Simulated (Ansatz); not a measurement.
## FeNi3 (Pm-3m)

Level of theory: Ansatz 0.2.0, DFT PBEsol, scalar-relativistic, plane waves, PAW.

Plane waves to 420 eV, a k mesh through Γ of 12×12×12 on the computed 4-atom cell and Gaussian smearing (0.10 eV); collinear spin from starting moments 3.13 0.75 0.75 0.75 μB.

The structure is relaxed at this level of theory with its symmetry kept. Whether it is the stable form of this composition wasn't checked.

```
Fe Ni
1.0
     3.48882    0.00000    0.00000
     0.00000    3.48882    0.00000
     0.00000    0.00000    3.48882
Fe Ni
1 3
Direct
  0.00000 0.00000 0.00000
  0.00000 0.50000 0.50000
  0.50000 0.00000 0.50000
  0.50000 0.50000 0.00000
```

```
Space group                                                       : Pm-3m (No. 221)
Volume per atom                                                   : 71.6 bohr³
Formation energy from the elements' standard states (uncorrected) : -0.084 eV/atom
Kohn–Sham band gap                                                : none (metal)
Density of states at the Fermi level                              : 3.23 states/eV per cell
Löwdin character within 0.5 eV of the Fermi level                 : Ni 3d 57 %, Fe 3d 34 %
Bulk modulus                                                      : 227 GPa
Its pressure derivative                                           : 4.7
Bader charges (e)                                                 : Fe (1 in the cell) 0.41, Ni (3 in the cell) -0.14
Total moment                                                      : 4.77 μB per cell
Site moments (μB; atoms counted from 1 over the whole cell)       : Fe (atom 1) 2.84, Ni (atom 2) 0.68, Ni (atom 3) 0.68, Ni (atom 4) 0.68
```

Only this magnetic start was tried.

Cost: 9 runs of about 6.3 core-minutes in all, on Arm Neoverse V2 (shared hosts).